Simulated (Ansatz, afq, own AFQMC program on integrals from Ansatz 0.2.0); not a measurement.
**C2H3, doublet: AFQMC among the cluster methods**

```xyz
5

C    -0.0118    0.0000    0.5946
C    -0.0254    0.0000   -0.8330
H     1.1094    0.0000    0.6111
H    -0.3330    0.9129    1.1148
H    -0.3330   -0.9129    1.1148
```

Connectivity, by distances: CH3–C.

Basis cc-pVDZ. Noble-gas cores (and the filled d shells of Ga–Kr and In–Xe) are frozen. AFQMC by an in-house program on the Cholesky factors that Ansatz 0.2.0 writes for its CCSD(T) run. ph-AFQMC/CISD is guided by a CISD state made of CCSD amplitudes; releasing the constraint for a short imaginary time cuts its bias at the price of noise, slowly where states lie close. Free AFQMC starts from the CCSD state and is never constrained. Its projection time is finite, and what remains of the start isn't in its error. Uncertainties: one standard error, sampling alone.

Determinant: UHF, the one that the program's search chose, which needn't be the lowest solution. The geometry is a PBE0/def2-TZVP stationary point of this or a neighbouring charge and spin state.

No full CI on the walks' own integrals is used here. The released AFQMC energy serves as the reference, which it does only where one determinant dominates, the energy is flat over the last release times and near the phaseless one (40 meV or 2 meV an electron, half that with transition metals). On small molecules, where full CI could be run and the noise was under 10 meV, such values lay within 10 meV of it in 19 cases of 20, a flattering rate, since the rule was set on those same cases; what remains of the bias isn't in the error bar.

Cautions: unrestricted determinant slightly spin contaminated (⟨S²⟩ 0.84 against 0.75); the released value is read at 1.50 1/Eh with a noise of 16 meV, more than in the cases checked (meV from the phaseless value at times in 1/Eh: 4 ± 15 at 0.24, 22 ± 13 at 0.50, 23 ± 14 at 1.00, 24 ± 16 at 1.50).

```
T1 diagnostic                               : 0.0359
weight of the determinant in the CISD state : 0.866
⟨S²⟩ of the determinant                     : 0.838
size of the correlated space                : 11 electrons in 41 orbitals
```

Reference: AFQMC with the constraint released, correlation energy -7.331 ± 0.016 eV.

```
        level  E − E(reference) (mEh)  share of correlation (%)
           HF           269.42 ± 0.60                      0.00
          MP2            46.50 ± 0.60                     82.74
         CCSD             7.97 ± 0.60                     97.04
      CCSD(T)             0.62 ± 0.60                     99.77
  ph-AFQMC/HF            -1.81 ± 2.20                    100.67
ph-AFQMC/CISD            -0.87 ± 0.72                    100.32
   free AFQMC            -0.64 ± 0.87                    100.24
```

Free projections are given only where their last times agree within the noise and don't stop above the reference; a slow remainder of the start can still hide under it. A walk keeps the symmetry of its determinant, which the program's search chose and which needn't be the lowest solution, so a lower state of the same spin and another symmetry isn't excluded. Released energies are given only where the last usable release times agree within the noise; a slower fall can still hide under it.
